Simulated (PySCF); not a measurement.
A species of formula C5H7F has this rotational fingerprint, computed with PySCF, PBE0-D3(BJ)/def2-SVP geometry optimisation, gas phase:

- Rotational constants: A = 5133, B = 3397, C = 2071 MHz
- Dipole components: |μa| = 1.23 D, |μb| = 0.98 D, |μc| = 0.00 D
- Inertial defect: -3.18 u·Å²
- κ: -0.13

Task: Which candidate fits, each taken in the one conformer that was computed?
A. `[CH2:1]=[C:2]=[C:3]([CH3:4])[CH2:5][F:6]` with C2–C3–C5–F6 -127°
B. `[CH2:1]=[C:2]([CH3:3])[C:4](=[CH2:5])[F:6]` with C1–C2–C4–C5 179°
C. `[CH2:1]=[CH:2]/[C:3]([F:4])=[CH:5]/[CH3:6]` with C1–C2–C3–F4 0°
D. `[CH2:1]=[CH:2]/[CH:3]=[CH:4]\[CH2:5][F:6]` with C1–C2–C3–C4 -178°, C3–C4–C5–F6 -136°
E. `[CH2:1]=[CH:2][CH:3]([F:4])[CH:5]=[CH2:6]` with C1–C2–C3–F4 1°, C2–C3–C5–C6 121°

Result: B. It is C=C(C)C(=C)F, an asymmetric top, point group Cs. The candidates at the same level (rigid rotor, commonest isotopes):

| SMILES | A (MHz) | B (MHz) | C (MHz) | μa (D) | μb (D) | μc (D) | Δ (u·Å²) | point group | rotor |
| --- | --- | --- | --- | --- | --- | --- | --- | --- | --- |
| C=CC(F)C=C | 6770 | 2479 | 2138 | 0.00 | 1.41 | 0.58 | -42.15 | Cs | asymmetric top |
| C=C=C(C)CF | 6119 | 2218 | 1767 | 1.14 | 0.20 | 0.99 | -24.41 | C1 | asymmetric top |
| C=C(C)C(=C)F | 5133 | 3397 | 2071 | 1.23 | 0.98 | 0.00 | -3.18 | Cs | asymmetric top |
| C=C/C=C\CF | 12457 | 1478 | 1375 | 1.54 | 0.04 | 0.97 | -14.83 | C1 | near-prolate asymmetric top |
| C=C/C(F)=C/C | 9444 | 2162 | 1778 | 0.34 | 1.23 | 0.01 | -3.15 | near Cs | near-prolate asymmetric top |

`C=C/C(F)=C/C` has A 84 % too high; `C=C/C=C\CF` has A 143 % too high; `C=C=C(C)CF` has B 35 % too low; `C=CC(F)C=C` has A 32 % too high. In the right answer the mirror of this Cs structure is the ab plane, so μc vanishes by symmetry (the 0.01 D computed is a residue). No structure here is proved a minimum.
